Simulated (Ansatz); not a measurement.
`C[Si]F` → `[CH2]` (triplet) + `F[SiH]` at 600 K and 1 bar (formal loss of a carbene).

Calculated with Ansatz (gas phase, PBE0-D4/def2-TZVP geometries, no zero-point term in ΔE). CCSD(T)/CBS is extrapolated from def2-TZVPP and def2-QZVPP, frozen cores. Triplets are unrestricted, without spin–orbit coupling.

```csv
species,CCSD(T)/CBS energy (Eh),H − E (kJ/mol),S (J/(mol·K))
`C[Si]F`,-428.74117,136.3,340.0
`[CH2]` (triplet),-39.09310,66.5,220.8
`F[SiH]`,-389.46051,45.2,268.7
```

H − E and S are ideal-gas, rigid-rotor, harmonic terms from PBE0-D4/def2-TZVP, with the whole ground term of open shells counted as degenerate. 1 Eh = 2625.50 kJ/mol, R = 8.31446 J/(mol·K).

**Question.** By hand: ΔE, ΔH, ΔS and ΔG.

**Answer.** ΔE = (-39.09310) + (-389.46051) − (-428.74117) = 0.18756 Eh = 492.4 kJ/mol. Δ(H − E) = 66.5 + 45.2 − 136.3 = -24.6, so ΔH = 467.8 kJ/mol. ΔS = 220.8 + 268.7 − 340.0 = 149.5 J/(mol·K). ΔG = 467.8 − 600 × (149.5)/1000 = 378.1 kJ/mol.

**Question.** By hand: the equilibrium constant, and the temperature at which ΔG would vanish if ΔH and ΔS stayed fixed.

**Answer.** log₁₀ K = −ΔG/(RT ln 10) = -32.9. ΔG = 0 at ΔH/ΔS = 3129 K, far beyond where these terms or the molecules hold.

The number of gas molecules changes by +1, which sets the sign of ΔS. A doubt of 5 kJ/mol in ΔE shifts log₁₀ K by 0.4 here. A triplet takes part, so the spin changes. These are equilibria of isolated gas molecules and say nothing of rates. Largest T1 diagnostic: 0.015 (customary marks: 0.02 for closed shells, 0.045 for open ones).
